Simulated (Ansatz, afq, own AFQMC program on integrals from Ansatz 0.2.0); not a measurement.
# Where AFQMC and coupled cluster stand for SiNH⁻, doublet

```xyz
3

Si    0.0000    0.0330    0.6059
N     0.0000   -0.1138   -1.0890
H     0.0000    0.6631   -1.7496
```

Connectivity, by distances: Si–NH.

Basis aug-cc-pVDZ. Only valence electrons are correlated. Integrals, coupled cluster, full CI and functionals: Ansatz 0.2.0; the random walks run on the same integrals in our own AFQMC program. ph-AFQMC/CISD is guided by a CISD state made of CCSD amplitudes; releasing the constraint for a short imaginary time cuts its bias at the price of noise, slowly where states lie close. ± is one standard error of the sampling.

Determinant: ROHF, the one that the program's search chose, which needn't be the lowest solution. The geometry is a PBE0/def2-TZVP stationary point of this or a neighbouring charge and spin state.

No full CI on the walks' own integrals is used here; CCSDT(Q) serves as the reference and is uncertain by about the last step of the cluster series.

Cautions: higher spins were not checked; a spin-contaminated unrestricted determinant lies lower (UHF 134 meV lower, ⟨S²⟩ 1.03); the released energies are still falling, so no released level is given (meV from the phaseless value at times in 1/Eh: -6 ± 6 at 0.24, -9 ± 5 at 0.51, -19 ± 3 at 0.99, -24 ± 7 at 1.62, -48 ± 27 at 2.40), though the last usable value meets CCSDT(Q) within the noise.

The T1 diagnostic is 0.0287, the weight of the determinant in the CISD state is 0.845 and the size of the correlated space is 11 electrons in 53 orbitals.

| level | correlation energy (eV) |
| --- | --- |
| MP2 | -7.6744 |
| CCSD | -8.0394 |
| CCSD(T) | -8.4512 |

Task: Estimate where phaseless AFQMC with a CISD trial lies against CCSD(T) on the same integrals.

Result: 1.38 ± 0.24 mEh below CCSD(T).

Reference: CCSDT(Q), correlation energy -8.509 eV.

| level | E − E(reference) (mEh) | share of correlation (%) |
| --- | --- | --- |
| CCSD(T) | 2.14 | 99.32 |
| CCSDT | 1.42 | 99.54 |
| ph-AFQMC/CISD | 0.77 ± 0.24 | 99.76 |

A walk keeps the symmetry of its determinant, which the program's search chose and which needn't be the lowest solution, so a lower state of the same spin and another symmetry isn't excluded.
